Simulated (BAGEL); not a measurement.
**C3H3F (SMILES C=C[C]F): ROHF/6-31G(d) (density fitting with qzvpp-jkfit, spherical functions)**

Aim: the energy change on altering one bond length of C3H3F at ROHF/6-31G* (density fitting with qzvpp-jkfit, spherical functions), from 2 runs. 

The calculation is run with BAGEL 1.2.2.

### 1 Starting point

C3H3F: 7 atoms, total charge 0, spin state triplet. SMILES: `C=C[C]F`. The coordinates come from a GFN2-xTB relaxation.

Bond lengths: C1–C2 1.381 Å, C2–C3 1.354 Å, C3–F4 1.321 Å, C1–H5 1.074 Å, C1–H6 1.074 Å, C2–H7 1.081 Å. Angles: C1–C2–C3 125.0°, C2–C3–F4 129.5°, C1–C2–H7 119.1°, C3–C2–H7 115.9°, C2–C1–H5 121.2°, C2–C1–H6 120.2°, H5–C1–H6 118.6°.

### 2 A single-point energy at ROHF/6-31G(d) (density fitting with qzvpp-jkfit, spherical functions)

Input file hf.json:

```json
{ "bagel" : [

{
  "title" : "molecule",
  "basis" : "6-31gs.json",
  "df_basis" : "qzvpp-jkfit",
  "angstrom" : "true",
  "geometry" : [
    { "atom" : "C", "xyz" : [      -0.055490,       0.877360,      -0.361910 ] },
    { "atom" : "C", "xyz" : [       0.214470,      -0.103660,       0.571450 ] },
    { "atom" : "C", "xyz" : [       0.010420,      -1.429420,       0.386220 ] },
    { "atom" : "F", "xyz" : [      -0.467430,      -2.066430,      -0.667960 ] },
    { "atom" : "H", "xyz" : [      -0.459790,       0.631190,      -1.326290 ] },
    { "atom" : "H", "xyz" : [       0.137690,       1.908930,      -0.133130 ] },
    { "atom" : "H", "xyz" : [       0.620120,       0.182030,       1.531620 ] }
  ]
},

{ "title" : "rohf", "nopen" : 2 },

{ "title" : "print", "file" : "orbitals.molden", "orbitals" : "true" }

]}
```

The basis set 6-31G* is read from a file made from the Basis Set Exchange's data (not shown).

Started as:

```bash
$ BAGEL_NUM_THREADS=1 BAGEL hf.json > hf.out
```

Standard output, shortened:

```text
* using 1 threads per process

  ===============================================================
  ===============================================================

  *** Geometry ***

  { "atom" : "C", "xyz" : [     -0.104861,      1.657970,     -0.683911 ] },
  { "atom" : "C", "xyz" : [      0.405290,     -0.195889,      1.079884 ] },
  { "atom" : "C", "xyz" : [      0.019691,     -2.701212,      0.729850 ] },
  { "atom" : "F", "xyz" : [     -0.883315,     -3.904987,     -1.262261 ] },
  { "atom" : "H", "xyz" : [     -0.868877,      1.192776,     -2.506325 ] },
  { "atom" : "H", "xyz" : [      0.260196,      3.607355,     -0.251579 ] },
  { "atom" : "H", "xyz" : [      1.171857,      0.343987,      2.894342 ] },

  Number of auxiliary basis functions:      356

  Since a DF basis is specified, we compute 2- and 3-index integrals:
    o Being stored without compression. Storage requirement is 0.011 GB

  Number of basis functions:       62
  Number of electrons      :       30

    * METHOD: MOLECULE                             0.32

  *** Open-shell HF ***

  === Nuclear Repulsion ===
   100.6677660901

      * DIIS with orbital gradients will be used.

  === ROHF iteration (6-31gs.json) ===
      0       -214.49789014          0.03957758           0.12
      1       -214.59592617          0.02514162           0.10
      2       -214.62365557          0.01595775           0.17
      3       -214.64241040          0.00246878           0.10
      4       -214.64353431          0.00081118           0.09
      5       -214.64383099          0.00049623           0.19
      6       -214.64398139          0.00036785           0.11
      7       -214.64410376          0.00037443           0.12
      8       -214.64415973          0.00037491           0.11
      9       -214.64416541          0.00037490           0.15
     10       -214.64407809          0.00037679           0.10
     11       -214.64409618          0.00037022           0.11
     12       -214.64425316          0.00036904           0.10
     13       -214.64444319          0.00038220           0.12
     14       -214.64432169          0.00037776           0.11
     15       -214.64185915          0.00050510           0.18
     16       -214.64345525          0.00033788           0.14
     17       -214.64337326          0.00037583           0.12
     18       -214.64346407          0.00034869           0.11
     19       -214.64338989          0.00035074           0.11
     20       -214.64365853          0.00034583           0.13
     21       -214.64368652          0.00035026           0.11
     22       -214.64380177          0.00034726           0.11
     23       -214.64403086          0.00035909           0.12
     24       -214.63851931          0.00068703           0.11
     25       -214.64220615          0.00059161           0.11
     26       -214.63906368          0.00070156           0.10
[... 9 lines of this table left out ...]
     36       -214.64686953          0.00029356           0.10
     37       -214.64526463          0.00020775           0.09
     38       -214.64563214          0.00015596           0.08
     39       -214.64535944          0.00004191           0.08
     40       -214.64579276          0.00001613           0.08
     41       -214.64588065          0.00000734           0.08
     42       -214.64585911          0.00000527           0.10
     43       -214.64582346          0.00000166           0.08
     44       -214.64584059          0.00000030           0.08
     45       -214.64583961          0.00000011           0.08
     46       -214.64584023          0.00000006           0.09
     47       -214.64584009          0.00000001           0.08
     48       -214.64584010          0.00000001           0.09
    * SCF iteration converged.

    * S^2 (ROHF) is 2.0000

    * Permanent dipole moment:
           (   -0.163966,    -0.425798,    -0.309422) a.u.

    * METHOD: ROHF                                 5.62

    * METHOD: PRINT                                0.01

  ===============================================================
```

It took 6.6 s on 1 thread of Intel Xeon at 2.50GHz (Skylake/Cascade Lake), shared host.

### 3 The distorted shape

Input file hf.json:

```json
{ "bagel": [

{
  "title": "molecule",
  "basis": "6-31gs.json",
  "df_basis": "qzvpp-jkfit",
  "angstrom": "true",
  "geometry": [
    { "atom": "C", "xyz": [   -0.084472,    0.722597,   -0.396233 ] },
    { "atom": "C", "xyz": [    0.185488,   -0.258423,    0.537127 ] },
    { "atom": "C", "xyz": [   -0.018562,   -1.584183,    0.351897 ] },
    { "atom": "F", "xyz": [   -0.496412,   -2.221193,   -0.702283 ] },
    { "atom": "H", "xyz": [   -0.488772,    0.476427,   -1.360613 ] },
    { "atom": "H", "xyz": [    0.137690,    1.908930,   -0.133130 ] },
    { "atom": "H", "xyz": [    0.591138,    0.027267,    1.497297 ] }
  ]
},
{ "title": "rohf", "nopen": 2 },
{ "title": "print", "file": "orbitals.molden", "orbitals": "true" }

]}
```

The basis set 6-31G* is read from a file made from the Basis Set Exchange's data (not shown).

Started as:

```bash
$ BAGEL_NUM_THREADS=1 BAGEL hf.json > hf.out
```

Standard output:

```text
* using 1 threads per process

  ===============================================================
  ===============================================================

  *** Geometry ***

  { "atom" : "C", "xyz" : [     -0.159629,      1.365510,     -0.748772 ] },
  { "atom" : "C", "xyz" : [      0.350522,     -0.488349,      1.015023 ] },
  { "atom" : "C", "xyz" : [     -0.035077,     -2.993672,      0.664989 ] },
  { "atom" : "F", "xyz" : [     -0.938083,     -4.197446,     -1.327123 ] },
  { "atom" : "H", "xyz" : [     -0.923645,      0.900317,     -2.571186 ] },
  { "atom" : "H", "xyz" : [      0.260196,      3.607355,     -0.251579 ] },
  { "atom" : "H", "xyz" : [      1.117089,      0.051527,      2.829481 ] },

  Number of auxiliary basis functions:      356

  Since a DF basis is specified, we compute 2- and 3-index integrals:
    o Being stored without compression. Storage requirement is 0.011 GB

  Number of basis functions:       62
  Number of electrons      :       30

    * METHOD: MOLECULE                             0.42

  *** Open-shell HF ***

  === Nuclear Repulsion ===
   100.0815955053

      * DIIS with orbital gradients will be used.

  === ROHF iteration (6-31gs.json) ===
      0       -214.48636557          0.03890183           0.10
      1       -214.58387330          0.02418483           0.10
      2       -214.61031859          0.01542152           0.22
      3       -214.62777968          0.00247870           0.15
      4       -214.62893588          0.00085658           0.14
      5       -214.62925167          0.00051726           0.11
      6       -214.62941123          0.00037876           0.11
      7       -214.62953926          0.00038716           0.10
      8       -214.62960873          0.00038561           0.12
      9       -214.62962850          0.00038660           0.11
     10       -214.62963804          0.00038563           0.14
     11       -214.62965530          0.00038630           0.12
     12       -214.62958230          0.00038349           0.13
     13       -214.62952093          0.00037814           0.10
     14       -214.62943305          0.00039078           0.12
     15       -214.62739743          0.00046716           0.11
     16       -214.62836915          0.00040030           0.16
     17       -214.62893421          0.00034104           0.20
     18       -214.62886926          0.00038878           0.13
     19       -214.62893495          0.00038035           0.12
     20       -214.62912095          0.00038597           0.12
     21       -214.62770558          0.00047511           0.13
     22       -214.62683314          0.00055623           0.17
     23       -214.62062220          0.00108425           0.12
     24       -214.63045395          0.00082947           0.10
     25       -214.63227011          0.00033176           0.10
     26       -214.62728029          0.00105399           0.11
     27       -214.63253329          0.00026641           0.11
     28       -214.63160946          0.00005318           0.14
     29       -214.63135896          0.00001616           0.13
     30       -214.63134126          0.00000711           0.09
     31       -214.63133766          0.00000263           0.16
     32       -214.63133368          0.00000094           0.13
     33       -214.63133091          0.00000052           0.14
     34       -214.63133026          0.00000037           0.15
     35       -214.63133034          0.00000021           0.13
     36       -214.63133042          0.00000008           0.12
     37       -214.63133073          0.00000003           0.11
     38       -214.63133072          0.00000001           0.13
     39       -214.63133074          0.00000001           0.15
    * SCF iteration converged.

    * S^2 (ROHF) is 2.0000

    * Permanent dipole moment:
           (   -0.159470,    -0.389418,    -0.307167) a.u.

    * METHOD: ROHF                                 5.44

    * METHOD: PRINT                                0.02

  ===============================================================
```

It took 6.6 s on 1 thread of Intel Xeon at 2.50GHz (Skylake/Cascade Lake), shared host.

### 4 Summary of results

At ROHF/6-31G* (density fitting with qzvpp-jkfit, spherical functions):

| quantity | value |
| --- | --- |
| first shape: total energy | -214.64584 Eh |
| first shape: dipole moment | 1.40 D |
| first shape: ⟨S²⟩ | 2.000 |
| distorted shape: total energy | -214.63133 Eh |
| distorted shape: dipole moment | 1.32 D |
| distorted shape: ⟨S²⟩ | 2.000 |
| energy change with the C1–H6 bond stretched from 1.074 to 1.235 Å | 0.395 eV |

What this shows: With the C1–H6 bond stretched from 1.074 to 1.235 Å the energy rises by 0.39 eV (9.1 kcal/mol). The first shape isn't relaxed at this level, so the change isn't measured from a minimum.
